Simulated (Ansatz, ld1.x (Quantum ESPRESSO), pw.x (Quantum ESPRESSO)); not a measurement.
## From atom to crystal: TM potential for K

```
Element                 : K
Generator               : ld1.x (Quantum ESPRESSO) 7.5
Type                    : norm-conserving Troullier–Martins (Kleinman–Bylander form)
Functional              : LDA (PW92)
Relativity              : scalar-relativistic
Frozen core             : [Ar]
Valence charge          : 1
Reference configuration : 4s1 4p0
Partial waves           : 4p (bound, empty): rc 3.65 bohr; 3d channel at -0.2 Ry: rc 3.50 bohr; 4s (bound): rc 3.55 bohr
Local potential         : the s channel
Core correction         : Bessel-smoothed model core inside 1.90 bohr
```

Crystal test: diamond K in pw.x 7.5, no spin, 8³ k-points, Fermi–Dirac smearing 0.01 Ry, cutoffs 50/200 Ry. The reference is all-electron LAPW (Ansatz 0.2.0) with the same functional, mesh and smearing; V0 and B0 come from Birch–Murnaghan fits to the pressures at five volumes. Errors are pseudo minus all-electron; Δ is the rms difference of the E(V) curves that follow from these fits, minima aligned, over ±6 % about the mean V0. Mesh and smearing are coarse, so the numbers serve the comparison and aren't converged zero-temperature values; the lattice is a test structure that the element need not adopt.

All-electron: a0 = 9.160 Å (V0 = 96.07 Å³/atom), B0 = 1.5 GPa.

Question: How far does the potential miss the all-electron equation of state?

Answer: mean pressure error (GPa): -0.01; a0 (Å): 9.129; a0 error (%): -0.34; B0 error (%): -4.1; Δ (meV/atom): 0.3.

```csv
V (Å³/atom),P all-electron (GPa),P pseudo (GPa)
91.411,0.08,0.06
93.816,0.04,0.02
96.222,-0.00,-0.02
98.628,-0.04,-0.05
101.033,-0.07,-0.08
```

Question: At the middle volume, how do free energy and pressure move when the wave cutoff is lowered (ecutrho kept at four times it)?

Answer:

```
cutoff (Ry)  shift of F (meV/atom)  shift of P (GPa)
         22                   +0.0             +0.00
         30                   +0.0             +0.00
         40                   +0.0             +0.00
```

Input at the middle volume:

```
&control
  calculation='scf', prefix='x', pseudo_dir='./', outdir='./tmp', tstress=.true., disk_io='none'
/
&system
  ibrav=0, nat=2, ntyp=1, ecutwfc=50, ecutrho=200, nbnd=8,
  occupations='smearing', smearing='fd', degauss=0.01
/
&electrons
  conv_thr=1e-09, mixing_beta=0.4, electron_maxstep=70
/
ATOMIC_SPECIES
K 1.0 K.UPF
CELL_PARAMETERS angstrom
  0.00000000 4.58238379 4.58238379
  4.58238379 0.00000000 4.58238379
  4.58238379 4.58238379 0.00000000
ATOMIC_POSITIONS crystal
K 0.0000 0.0000 0.0000
K 0.2500 0.2500 0.2500
K_POINTS automatic
8 8 8 0 0 0
```

```bash
pw.x < K.scf.in > K.scf.out
```

Lines of the output:

```
Message from routine setup:
     using ibrav=0 with symmetry is DISCOURAGED, use correct ibrav instead
     lattice parameter (alat)  =      12.2463  a.u.
     unit-cell volume          =    1298.6765 (a.u.)^3
     number of electrons       =         2.00
     number of Kohn-Sham states=            8
     kinetic-energy cutoff     =      50.0000  Ry
     charge density cutoff     =     200.0000  Ry
     scf convergence threshold =      1.0E-09
     Exchange-correlation= PW
     number of k points=    29  Fermi-Dirac smearing, width (Ry)=  0.0100
     iteration #  1     ecut=    50.00 Ry     beta= 0.40
     c_bands:  1 eigenvalues not converged
     c_bands:  1 eigenvalues not converged
     c_bands:  1 eigenvalues not converged
     total energy              =     -21.15491448 Ry
     estimated scf accuracy    <       0.00064376 Ry
     iteration #  2     ecut=    50.00 Ry     beta= 0.40
     total energy              =     -21.15488795 Ry
     estimated scf accuracy    <       0.00019494 Ry
     iteration #  3     ecut=    50.00 Ry     beta= 0.40
     total energy              =     -21.15491588 Ry
     estimated scf accuracy    <       0.00000152 Ry
     iteration #  4     ecut=    50.00 Ry     beta= 0.40
     c_bands:  5 eigenvalues not converged
     total energy              =     -21.15492377 Ry
     estimated scf accuracy    <       0.00000005 Ry
     iteration #  5     ecut=    50.00 Ry     beta= 0.40
     c_bands:  5 eigenvalues not converged
     total energy              =     -21.15492381 Ry
     estimated scf accuracy    <          2.6E-09 Ry
     iteration #  6     ecut=    50.00 Ry     beta= 0.40
     total energy              =     -21.15492381 Ry
     estimated scf accuracy    <          4.5E-09 Ry
     iteration #  7     ecut=    50.00 Ry     beta= 0.40
     the Fermi energy is    -0.9277 ev
!    total energy              =     -21.15492381 Ry
     estimated scf accuracy    <          2.1E-12 Ry
     smearing contrib. (-TS)   =      -0.00679834 Ry
     The total energy is F=E-TS. E is the sum of the following terms:
     one-electron contribution =       0.47773829 Ry
     hartree contribution      =       0.00670860 Ry
     xc contribution           =     -21.01050076 Ry
     ewald contribution        =      -0.62207160 Ry
     convergence has been achieved in   7 iterations
          total   stress  (Ry/bohr**3)                   (kbar)     P=       -0.17
     Message from routine punch:
     Nothing written, as per user request (disk_io='none')
```

The run at the middle volume (29 k-points, 7 iterations) took about 36 s on one core of a shared host (Neoverse-V1, 32 threads, 247 GiB, load 30).
